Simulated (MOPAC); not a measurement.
MOPAC input (AM1):

```
AM1 1SCF GEO-OK AUX(PRECISION=9) THREADS=1
C4H6

C    -0.00022290 1    0.00111095 1    2.05650231 1
C    -0.00006510 1    0.00032447 1    0.60063127 1
C     0.00006510 1   -0.00032447 1   -0.60063127 1
C     0.00022290 1   -0.00111095 1   -2.05650231 1
H    -0.00898307 1    1.02015988 1    2.44984108 1
H    -0.87824496 1   -0.51564395 1    2.45057652 1
H     0.88643126 1   -0.50054473 1    2.45075963 1
H    -0.00845189 1    1.01751241 1   -2.45094375 1
H     0.88696243 1   -0.50319220 1   -2.45002519 1
H    -0.87771378 1   -0.51829141 1   -2.45020830 1
```

Output:

```
 *******************************************************************************
 **                                                                           **
 **                              MOPAC v23.2.5                                **
 **                                                                           **
 *******************************************************************************
 ** MOPAC's Digital Object Identifier: https://doi.org/10.5281/zenodo.6511958 **
 **                                                                           **
 ** Please cite the open-source release paper for use of this MOPAC version:  **
 ** J. E. Moussa and J. J. P. Stewart (2026)                                  **
 ** MOPAC: An open-source semiempirical molecular orbital program             **
 ** J. Open Source Softw., 11(119), 8025, https://doi.org/10.21105/joss.08025 **
 *******************************************************************************

                              AM1 CALCULATION RESULTS

 *******************************************************************************
 *  AM1        - The AM1 Hamiltonian to be used
 *  GEO-OK     - OVERRIDE INTERATOMIC DISTANCE AND OTHER SAFETY CHECKS
 *  1SCF       - DO 1 SCF AND THEN STOP
 *  AUX        - OUTPUT AUXILIARY INFORMATION
 *******************************************************************************
AM1 1SCF GEO-OK AUX(PRECISION=9) THREADS=1
 C4H6

   ATOM   CHEMICAL          X               Y               Z
  NUMBER   SYMBOL      (ANGSTROMS)     (ANGSTROMS)     (ANGSTROMS)

     1       C         -0.00022290  *   0.00111095  *   2.05650231  *
     2       C         -0.00006510  *   0.00032447  *   0.60063127  *
     3       C          0.00006510  *  -0.00032447  *  -0.60063127  *
     4       C          0.00022290  *  -0.00111095  *  -2.05650231  *
     5       H         -0.00898307  *   1.02015988  *   2.44984108  *
     6       H         -0.87824496  *  -0.51564395  *   2.45057652  *
     7       H          0.88643126  *  -0.50054473  *   2.45075963  *
     8       H         -0.00845189  *   1.01751241  *  -2.45094375  *
     9       H          0.88696243  *  -0.50319220  *  -2.45002519  *
    10       H         -0.87771378  *  -0.51829141  *  -2.45020830  *

          CARTESIAN COORDINATES

    NO.       ATOM           X           Y           Z

     1         C         -0.0002      0.0011      2.0565
     2         C         -0.0001      0.0003      0.6006
     3         C          0.0001     -0.0003     -0.6006
     4         C          0.0002     -0.0011     -2.0565
     5         H         -0.0090      1.0202      2.4498
     6         H         -0.8782     -0.5156      2.4506
     7         H          0.8864     -0.5005      2.4508
     8         H         -0.0085      1.0175     -2.4509
     9         H          0.8870     -0.5032     -2.4500
    10         H         -0.8777     -0.5183     -2.4502

  H: (AM1): M.J.S. DEWAR ET AL, J. AM. CHEM. SOC. 107 3902-3909 (1985)
  C: (AM1): M.J.S. DEWAR ET AL, J. AM. CHEM. SOC. 107 3902-3909 (1985)

           Empirical Formula: C4 H6  =    10 atoms

      MOLECULAR POINT GROUP   :   D3h

      RHF CALCULATION, NO. OF DOUBLY OCCUPIED LEVELS = 11

 -------------------------------------------------------------------------------
 AM1 1SCF GEO-OK AUX(PRECISION=9) THREADS=1
 C4H6

     1SCF WAS SPECIFIED, SO BFGS WAS NOT USED
     SCF FIELD WAS ACHIEVED

                              AM1 CALCULATION
                                                       MOPAC v23.2.5 Linux

          FINAL HEAT OF FORMATION =         35.13740 KCAL/MOL =     147.01488 KJ/MOL

          COSMO AREA              =        108.00 SQUARE ANGSTROMS
          COSMO VOLUME            =         87.94 CUBIC ANGSTROMS

          IONIZATION POTENTIAL    =         10.269590 EV
          HOMO LUMO ENERGIES (EV) =        -10.270  1.890
          NO. OF FILLED LEVELS    =         11
          MOLECULAR WEIGHT        =         54.0914         POINT GROUP:  D3h

          MOLECULAR DIMENSIONS (Angstroms)

            Atom       Atom       Distance
            H     8    H     6     5.20884
            H    10    H     5     3.32075
            H     7    H     5     1.52831

          SCF CALCULATIONS        =          1

   ATOM   CHEMICAL          X               Y               Z
  NUMBER   SYMBOL      (ANGSTROMS)     (ANGSTROMS)     (ANGSTROMS)

     1       C         -0.00022290  *   0.00111095  *   2.05650231  *
     2       C         -0.00006510  *   0.00032447  *   0.60063127  *
     3       C          0.00006510  *  -0.00032447  *  -0.60063127  *
     4       C          0.00022290  *  -0.00111095  *  -2.05650231  *
     5       H         -0.00898307  *   1.02015988  *   2.44984108  *
     6       H         -0.87824496  *  -0.51564395  *   2.45057652  *
     7       H          0.88643126  *  -0.50054473  *   2.45075963  *
     8       H         -0.00845189  *   1.01751241  *  -2.45094375  *
     9       H          0.88696243  *  -0.50319220  *  -2.45002519  *
    10       H         -0.87771378  *  -0.51829141  *  -2.45020830  *

                             CARTESIAN COORDINATES

   1    C       -0.000222900     0.001110950     2.056502310
   2    C       -0.000065100     0.000324470     0.600631270
   3    C        0.000065100    -0.000324470    -0.600631270
   4    C        0.000222900    -0.001110950    -2.056502310
   5    H       -0.008983070     1.020159880     2.449841080
   6    H       -0.878244960    -0.515643950     2.450576520
   7    H        0.886431260    -0.500544730     2.450759630
   8    H       -0.008451890     1.017512410    -2.450943750
   9    H        0.886962430    -0.503192200    -2.450025190
  10    H       -0.877713780    -0.518291410    -2.450208300

           Empirical Formula: C4 H6  =    10 atoms

      MOLECULAR POINT GROUP   :   D3h

                  EIGENVALUES
 -35.04734 -31.53328 -26.99147 -17.45799 -14.81892 -14.81892 -14.43511 -13.88810
 -13.88810 -10.26959 -10.26959   1.89047   1.89047   3.51935   4.46619   4.46619
   4.72526   4.72526   4.84982   4.87808   5.15049   6.96724

              NET ATOMIC CHARGES AND DIPOLE CONTRIBUTIONS

  ATOM NO.   TYPE          CHARGE      No. of ELECS.   s-Pop       p-Pop
    1          C          -0.093905        4.0939     1.18232     2.91158
    2          C          -0.171306        4.1713     1.21880     2.95251
    3          C          -0.171306        4.1713     1.21880     2.95251
    4          C          -0.093905        4.0939     1.18232     2.91158
    5          H           0.088404        0.9116     0.91160
    6          H           0.088404        0.9116     0.91160
    7          H           0.088404        0.9116     0.91160
    8          H           0.088404        0.9116     0.91160
    9          H           0.088404        0.9116     0.91160
   10          H           0.088404        0.9116     0.91160
 DIPOLE           X         Y         Z       TOTAL
 POINT-CHG.    -0.000     0.000     0.000     0.000
 HYBRID        -0.000    -0.000    -0.000     0.000
 SUM           -0.000     0.000     0.000     0.000

          ATOMIC ORBITAL ELECTRON POPULATIONS

     Atom    s        px        py        pz
    1  C   1.18232   1.02495   1.02495   0.86168
    2  C   1.21880   1.01508   1.01508   0.92236
    3  C   1.21880   1.01508   1.01508   0.92236
    4  C   1.18232   1.02495   1.02495   0.86168
    5  H   0.91160
    6  H   0.91160
    7  H   0.91160
    8  H   0.91160
    9  H   0.91160
   10  H   0.91160

 **********************
 *                    *
 * JOB ENDED NORMALLY *
 *                    *
 **********************

 == MOPAC DONE ==
```
